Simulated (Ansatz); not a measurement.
The same path of CH4N (6 atoms, charge 0, multiplicity 2) was run twice with different band settings. The coordinate that changes most is the dihedral H5–C1–N2–H6.

Theory: UKS BHLYP-D4/def2-SVP (Ansatz).

Relaxed end points:

```xyz
6
Properties=species:S:1:pos:R:3
C -0.068 -0.271 -0.235
N -0.283 0.426 0.992
H -0.270 0.372 -1.106
H -0.711 -1.152 -0.307
H 0.978 -0.599 -0.341
H 0.354 1.224 0.997
```

```xyz
6
Properties=species:S:1:pos:R:3
C 0.085 -0.247 -0.256
N 0.381 0.528 0.906
H -0.149 0.393 -1.121
H -0.800 -0.884 -0.104
H 0.926 -0.890 -0.526
H -0.443 1.100 1.100
```

Common settings: movable images 5; climbing image yes; optimiser quadratic models (default); start path through a guess of the saddle point; force threshold 0.03 eV/Å; iteration limit 60; end points relaxed.

| run | spring |
| --- | --- |
| 1 | 5.0 eV/Å² |
| 2 | 0.5 eV/Å² |

What does each run give, and how far can it be trusted?

Run 1: converged after 5 iterations, highest image 0.045 eV above the first end. A vibrational analysis at the climbing image gives one clearly imaginary mode, 288i cm⁻¹: a first-order saddle point.
Run 2: converged after 5 iterations, highest image 0.045 eV above the first end. Another band between the same ends (5 images) ends at a top of the same energy, where a vibrational analysis finds 1 clearly imaginary mode.
